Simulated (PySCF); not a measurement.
**Polarisability of nitrosyl**

Species: nitrosyl, NO (charge +1).
Structure used (GFN2-xTB), in Å, numbered top down from 1:
```
atom  x, y, z in Å
N1     0.527   -0.003   -0.003
O2    -0.525    0.004   -0.011
```

Level: CAM-B3LYP/def2-SVPD (PySCF), static field, nuclei fixed, core orbitals frozen in the response. The polarisability tensor in these axes (au):

```
x    8.88 -0.02  0.02
y   -0.02  5.84  0.00
z    0.02  0.00  5.84
```

Q: What are the eigenvalues, a third of the trace, and Δα (Δα² = ½Σ(αi − αj)² over the three pairs)?

A: Principal values 5.84, 5.84 and 8.89 au; mean 6.86 au = 1.02 Å³ = 1.13 × 10⁻⁴⁰ C²·m²/J; Δα = 3.04 au (44 % of the mean).

Q: In TDDFT the mean static polarisability is Σ f/ω² over all singlet excitations (ω in hartree). How much of it do the 8 lowest give? Their energies (eV) and oscillator strengths: 10.06, 0.0165; 10.06, 0.0165; 10.65, 0.0000; 11.23, 0.0000; 11.23, 0.0000; 15.52, 0.1197; 15.52, 0.1197; 17.54, 0.5456.

A: They add up to 2.29 au, 33.4 % of the 6.86 au; the largest single term is 1.31 au, from the state at 17.54 eV. Terms in order: 0.12, 0.12, 0.00, 0.00, 0.00, 0.37, 0.37, 1.31 au. Higher excitations give the rest. The strengths listed sum to 0.818.

Q: Give the eigenvalues of the traceless quadrupole moment Θ = ½Σq(3rr − r²1), origin at the centre of nuclear charge.

A: -0.25, -0.25, 0.51 D·Å. The values depend on the origin, since the species is charged. The electronic extent ⟨r²⟩ about the same centre is 32 bohr², a root-mean-square distance of 0.80 Å for the 14 electrons.

Q: Rayleigh depolarisation ratio (linearly polarised light, static tensor)?

A: ρ = 3Δα²/(45ᾱ² + 4Δα²) = 27.8/(2115 + 37.1) = 0.0129.

Isolated species at its GFN2-xTB geometry, gas phase.
